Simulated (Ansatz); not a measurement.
Cost and result for the atomization energy of C$_{3}$H$_{5}$O (`[CH2]C(C)=O`) radical (9 atoms, 8 bonds).

```xyz
9

C     0.463   -1.070    0.809
C    -0.072   -0.449   -0.364
C    -0.296    1.043   -0.376
O    -0.346   -1.128   -1.352
H     0.617   -2.142    0.799
H     0.716   -0.505    1.697
H     0.278    1.482   -1.195
H    -1.350    1.243   -0.577
H    -0.011    1.526    0.559
```

The species carries charge 0 and has multiplicity 2. The geometry is a stationary point of PBE0-D4/def2-TZVP. Program: Ansatz. All runs use 4 threads of an Arm Neoverse V2 on a shared host. Times are those of one run each, without the atoms' runs, and a repeat can differ threefold. Electronic energies, without spin–orbit coupling; frozen cores. CCSD(T)/CBS adds CCSD(T) − MP2 in def2-TZVPP to the MP2 limit, and its time is that of the two runs behind it. T1 = 0.026; ⟨S²⟩ of the reference is 0.90.

CCSD(T)/CBS is a level of theory with its own doubt, some kJ/mol a heavy atom from the limit and from the frozen cores, so smaller differences don't rank the functionals.

| level | functions | wall time |
| --- | --- | --- |
| LDA (SPW92)/def2-TZVPP | 194 | 1.2 s |
| PBE0-D4/def2-TZVPP | 194 | 2.3 s |
| PBE-D4/def2-TZVPP (with forces) | 194 | 2.4 s |
| CAM-B3LYP-D4/def2-TZVPP | 194 | 2.6 s |
| PBE-QIDH/def2-TZVPP | 194 | 3.3 s |
| r2SCANh-D4/def2-TZVPP | 194 | 3.3 s |
| CCSD(T)/def2-SVP | 81 | 4.2 s |
| r2SCAN-D4/def2-TZVPP (with forces) | 194 | 4.2 s |
| ωB97X-V/def2-TZVPP | 194 | 6 s |
| B97M-V/def2-TZVPP | 194 | 6.5 s |
| MP2/def2-QZVPP | 378 | 12 s |
| CCSD(T)/def2-TZVPP | 194 | 110 s |
| CCSD(T)/CBS(def2) | – | 2 min |

Task: What atomization energy does each give, and how far from CCSD(T)/CBS? (Estimate.)

Result: Computed: 
```csv
level,atomization (kJ/mol),difference from CCSD(T)/CBS,per bond
LDA (SPW92)/def2-TZVPP,4224.0,572.0,71.5
PBE0-D4/def2-TZVPP,3700.8,48.8,6.1
PBE-D4/def2-TZVPP (with forces),3783.3,131.3,16.4
CAM-B3LYP-D4/def2-TZVPP,3689.8,37.8,4.7
PBE-QIDH/def2-TZVPP,3650.1,-1.9,-0.2
r2SCANh-D4/def2-TZVPP,3671.9,19.9,2.5
CCSD(T)/def2-SVP,3507.6,-144.4,-18.0
r2SCAN-D4/def2-TZVPP (with forces),3698.6,46.6,5.8
ωB97X-V/def2-TZVPP,3668.7,16.7,2.1
B97M-V/def2-TZVPP,3681.0,29.0,3.6
MP2/def2-QZVPP,3655.4,3.4,0.4
CCSD(T)/def2-TZVPP,3566.9,-85.1,-10.6
CCSD(T)/CBS(def2),3652.0,0.0,0.0
```

Leaving LDA and LC-ωPBE aside and taking each functional with its dispersion term where it has one, the values, not all of them listed here, spread over 228.9 kJ/mol, from BHLYP-D4 to PBE-D4. LDA lies +453.5 kJ/mol from PBE without D4, its usual overbinding. From PBE to PBE0 (25 % exact exchange), in def2-TZVPP and without D4, the atomization energy moves by −80.2 kJ/mol: exact exchange takes away binding that semilocal exchange gives to molecules. The D4 term adds +20.3 kJ/mol with B3LYP and +10.5 kJ/mol with PBE0; it sums over pairs of atoms, weighted by their polarisabilities, and B3LYP, whose exchange is more repulsive, gets the larger term.

B3LYP here is the variant with VWN-RPA as its local correlation; programs differ in this.
